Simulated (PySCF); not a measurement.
H2O2, SMILES OO.

The structure is a stationary point at B3LYP-D3(BJ)/def2-TZVP. The geometry has at least one imaginary mode, so it is a saddle point at that level.

Method: PBE0/def2-TZVPD run with PySCF.

The molecule is in vacuum.

```json
{
  "total_energy": "-151.45539 hartree",
  "point_group": "C2h",
  "highest_occupied_level": "-7.62 eV",
  "lowest_empty_level": "-0.15 eV",
  "orbital_gap": "7.47 eV",
  "dipole_moment": "0.00 D",
  "quadrupole, principal values (traceless, Buckingham form, about the centre of nuclear charge)": "-4.15, -3.26, 7.42 D·Å",
  "mean_static_polarisability": "15.2 bohr³ (2.25 Å³)",
  "polarisability_principal_values": "12.2, 13.8, 19.6 bohr³"
}
```
